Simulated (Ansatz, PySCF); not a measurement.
disilane (H6Si2), SMILES [SiH3][SiH3].

Geometry optimised at TPSSh-D3(BJ)/def2-TZVP.

Vertical ionisation energy (IE) and electron affinity (EA) in eV. Rows of orbital energies are one-electron estimates. Where ΔSCF, EOM or ADC give a negative EA the extra electron is unbound and the value depends on the basis.

```
level                                                                         IE     EA
-------------------------------------------------------------------------  -----  -----
−ε(HOMO), −ε(LUMO), r2SCAN/def2-TZVPD (PySCF)                               7.53   0.32
−ε(HOMO), −ε(LUMO), PBE/def2-TZVPD (PySCF)                                  7.27   0.63
ADC(2)/aug-cc-pVDZ (PySCF)                                                 10.37  -0.77
ΔSCF, CAM-B3LYP/def2-TZVPD (Ansatz), final states of multiplicity 2 and 2      ?      ?
ΔSCF, PBE/def2-TZVPD (Ansatz), final states of multiplicity 2 and 2        10.36  -0.89
```

Question: Fill in the missing entries. (An estimate is asked for; the answer gives what the named calculation found.)

Answer: 
- ΔSCF, CAM-B3LYP/def2-TZVPD (Ansatz, an electronic-structure program), final states of multiplicity 2 and 2, IE: 10.59
- ΔSCF, CAM-B3LYP/def2-TZVPD (Ansatz), final states of multiplicity 2 and 2, EA: -1.24

Question: What vertical singlet–triplet gap does ΔSCF give with CAM-B3LYP/def2-TZVPD (Ansatz) and with PBE/def2-TZVPD (Ansatz)? (An estimate is asked for; the answer gives what the named calculation found.)

Answer: 6.51 and 6.10 eV (triplet above singlet where positive).

Question: Beyond the first one, list the lowest photoelectron lines from PySCF with ADC(2)/aug-cc-pVDZ with their pole strengths (two spins summed). (The exact figures need the calculation; the answer reports its results.)

Answer: 12.07 eV (1.84), 12.07 eV (1.84), 12.81 eV (1.84), 12.81 eV (1.84), 17.19 eV (1.78).
